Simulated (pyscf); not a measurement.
`[CH3][GaH][CH3]` + `[NH3]` -> `[CH3][Ga]([CH3])[NH2]` + `[H][H]` (four-centre exchange; singlet surface; Ga–H, H–N broken, Ga–N, H–H formed). PySCF, gas phase, ωB97X-D3(BJ)/def2-SVP geometries. Energies in kcal/mol from the separated reactants.

```tsv
level	barrier	reaction energy
ωB97X-D3(BJ)/def2-TZVP	14.0	-8.6
PBE/def2-TZVP	11.7	-7.2
r²SCAN/def2-TZVP	(withheld)	(withheld)
B3LYP-D3(BJ)/def2-TZVP	(withheld)	-8.1
ωB97M-D3(BJ)/def2-TZVP	15.8	-7.0
HF/def2-TZVP	29.5	-3.9
```

Complete the blanks.


- r²SCAN/def2-TZVP, barrier: 11.0
- r²SCAN/def2-TZVP, reaction energy: -8.8
- B3LYP-D3(BJ)/def2-TZVP, barrier: 14.4

The functionals in the table span 4.8 kcal/mol in this barrier, from r²SCAN to ωB97M-D3(BJ). On the reactant side the descent ends in an adduct with a Ga–N contact, 21.7 kcal/mol under the separated species and 35.7 kcal/mol under the saddle at ωB97X-D3(BJ)/def2-TZVP. What is counted as formed (Ga–N) is already present as a longer contact in the reactant adduct; forming that adduct is a step of its own. At the saddle there is also a short Ga–H contact that neither side keeps. One saddle was located; it need not be the lowest between these sides. Elements up to Kr have no core potential and no relativistic terms here.
